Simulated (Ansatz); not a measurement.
The input, for Ansatz 0.2.0:

```yaml
crystal:
  periodic: [false, false, false]
  atoms:
    - {symbol: N, position_ang: [0.000000, 0.000000, 1.119979]}
    - {symbol: C, position_ang: [0.000000, 0.000000, -0.025627]}
    - {symbol: H, position_ang: [0.000000, 0.000000, -1.094352]}
basis:
  gaussian: {orbitals: 6-31G}
magnetization: {spin_polarized: true, initial_magnetization: 0}
correlation: {method: ccsd_t, electrons: outside_noble_gas}
accuracy: high
```

```sh
$ ansatz run in.yaml --threads 1 --pin off --events-out ev --progress --plain --max-ram 2393MiB
```

Log:

```
460 factors; integrals over basis functions are off by at most 2.5e-9 eV
mean field evaluation 1: about -2524.0357 eV, gradient 1.9e1 eV
mean field evaluation 2: about -2524.0479 eV, gradient 1.9e1 eV
mean field evaluation 4: about -2525.9579 eV, gradient 1.4e0 eV
mean field evaluation 8: about -2525.9815 eV, gradient 1.2e-2 eV
mean field evaluation 16: about -2524.5811 eV, gradient 1.9e1 eV
mean field -2525.98148957 eV, -92.8281075699 hartree, gradient 1.1e-8 eV, S^2 0.000000; 2 other end points of the search recorded, 0 dependent functions left out
2 core orbitals not correlated: weight in the atoms' cores, before any rotation towards them, 1.000 or more for the frozen orbitals, at most 0.000 for the correlated occupied ones
reference -2525.98148957 eV, -92.8281075699 hartree; 5, 5 occupied and 13, 13 virtual orbitals, 460 factors
second order -5.71092346 eV of doubles, -0.00000000 eV of singles
cycle   1  -5.43540960 eV  change    2.8e-1 eV  update   7.4e-2
cycle   2  -5.68188531 eV  change   -2.5e-1 eV  update   2.5e-2
cycle   3  -5.76106056 eV  change   -7.9e-2 eV  update   1.3e-2
cycle   4  -5.76998746 eV  change   -8.9e-3 eV  update   3.4e-3
cycle   5  -5.77135854 eV  change   -1.4e-3 eV  update   1.1e-3
cycle   6  -5.77084071 eV  change    5.2e-4 eV  update   2.6e-4
cycle   7  -5.77096648 eV  change   -1.3e-4 eV  update   6.0e-5
cycle   8  -5.77099798 eV  change   -3.1e-5 eV  update   1.9e-5
cycle   9  -5.77098971 eV  change    8.3e-6 eV  update   6.4e-6
cycle  10  -5.77099056 eV  change   -8.5e-7 eV  update   2.0e-6
cycle  11  -5.77099118 eV  change   -6.2e-7 eV  update   5.1e-7
cycle  12  -5.77099100 eV  change    1.8e-7 eV  update   1.4e-7
cycle  13  -5.77099108 eV  change   -8.3e-8 eV  update   4.1e-8
cycle  14  -5.77099106 eV  change    2.4e-8 eV  update   1.9e-8
cycle  15  -5.77098867 eV  change    2.4e-6 eV  update   2.7e-7
cycle  16  -5.77098860 eV  change    6.5e-8 eV  update   1.1e-7
cycle  17  -5.77098829 eV  change    3.1e-7 eV  update   4.9e-8
cycle  18  -5.77098828 eV  change    1.9e-8 eV  update   1.5e-8
cycle  19  -5.77098827 eV  change    5.6e-9 eV  update   4.5e-9
cycle  20  -5.77098827 eV  change    1.8e-9 eV  update   1.5e-9
cycle  21  -5.77098827 eV  change  -1.7e-10 eV  update  4.0e-10
perturbative correction -0.18379838 eV, -0.0067544658 hartree
Total energy: -2531.93627622 eV, -93.0469419429 hartree
```

Ran on 1 thread of Arm Neoverse V1, shared host: 0.55 s wall, 0.07 GiB peak host memory.
